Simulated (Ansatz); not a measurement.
# Al2B (quartet): wave-function methods side by side, def2-TZVPP

The task here is to estimate one member of a computed series from the others.

Method: def2-TZVPP, core rule «outside noble gas», up to 11 orbitals frozen; program: Ansatz 0.2.0, Gaussian basis.

The runs, in order: UHF; ROHF; CCSD(T) on UHF.

### The system

The geometry is a PBE0/def2-TZVP stationary point (not a proven minimum).

3 atoms, charge 0, spin multiplicity 4.

Atoms are counted from 1 here; the program's logs count them from 0.

Bond lengths: Al1–B2 2.078 Å, B2–Al3 2.078 Å. Angles: Al1–B2–Al3 90.5°.

Geometry (Å):

```
Al    0.00000   -0.24423    1.47566
B     0.00000    1.21908    0.00000
Al    0.00000   -0.24423   -1.47566
```

The first run:

Input file in.yaml:

```yaml
crystal:
  periodic: [false, false, false]
  atoms:
    - {symbol: Al, position_ang: [0.000000, -0.244231, 1.475660]}
    - {symbol: B, position_ang: [0.000000, 1.219080, 0.000000]}
    - {symbol: Al, position_ang: [0.000000, -0.244231, -1.475660]}
basis:
  gaussian: {orbitals: def2-TZVPP}
magnetization: {spin_polarized: true, initial_magnetization: 3}
hamiltonian: {xc: hf}
output: {orbitals: {seedname: orbitals}}
```

Started as:

```
$ ansatz run in.yaml --threads 1 --pin off --events-out ev --progress --plain --max-ram 2816MiB --backend cpu
```

Steps of the session up to this table: UHF; ROHF; CCSD(T) on UHF.

One of the session's tables, all rows but one given; the rest of the session is left out.

It belongs to the step «Misses and costs». 

| method | from UCCSD(T) (kJ/mol) |
| --- | --- |
| ROHF | ? |
| UHF | +585.0 |
| UMP2 | +133.5 |
| UCCSD | +40.1 |
| UCCSD(T) | 0 |

Estimate the missing values for ROHF.

The run gave: from UCCSD(T) (kJ/mol): +609.9. In the column «from UCCSD(T) (kJ/mol)» it is the highest.

With the free atoms at the same levels and basis (separate runs), the atomisation energy is 4.712 eV at UCCSD(T), 3.321 eV at ROHF.
